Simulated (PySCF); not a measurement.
These compounds are isomers of formula C₄H₄F₂.

A. SMILES C#CCC(F)F
B. SMILES FC1=CC[C@H]1F
C. SMILES C=C1CC1(F)F

Spectrum 1. $^{13}$C{$^{1}$H} NMR (computed): δ 139.2 (C, t, J = 5.9 Hz), 119.7 (CH2), 113.6 (C, t, J = 362.9 Hz), 20.8 (CH2, t, J = 10.0 Hz).

Spectrum 2. $^{13}$C{$^{1}$H} NMR (computed): δ 122.7 (CH, t, J = 304.9 Hz), 81.4 (C, t, J = 8.6 Hz), 79.2 (CH), 28.7 (CH2, t, J = 24.9 Hz).

Spectrum 3. $^{13}$C{$^{1}$H} NMR (computed): δ 163.6 (C, dd, J = 426.1, 17.4 Hz), 116.8 (CH, dd, J = 14.8, 10.0 Hz), 94.0 (CH, dd, J = 272.7, 21.2 Hz), 30.7 (CH2, dd, J = 21.0, 18.9 Hz).

No solvent model, one conformer, equivalent nuclei averaged, relativity neglected. GFN2-xTB structure; B3LYP/pcJ-1 coupling constants (spin–dipole term left out of most H,H and C,H couplings); PBE0/pcSseg-1 with gauge-including orbitals; PySCF.

References, each an isolated molecule treated in the same way: TMS for $^{13}$C (σref 186.93). One-bond C–F couplings are unscaled and too large by tens of Hz. Shifts are as computed. Against solution values, carbons near 30 ppm lie about +3 ppm off and those near 130 ppm about +5 ppm. Of 1211 compounds with measured shifts, 218 miss one by over three times the rms of a fit or turn the order of signals round; such compounds aren't used in these exercises.

Problem. Which spectrum belongs to which compound?

Solution. 1–C, 2–A, 3–B.

- Spectrum 1 (C): 4 $^{13}$C signals; δC 139.2 is a fully substituted alkene carbon; δC 119.7 is a terminal =CH2 carbon.
- Spectrum 2 (A): 4 $^{13}$C signals; δC 122.7 is an sp3 CH bonded to 2 F; δC 81.4 is an alkyne carbon.
- Spectrum 3 (B): 4 $^{13}$C signals; δC 163.6 is a fully substituted alkene carbon; δC 116.8 is an alkene CH.
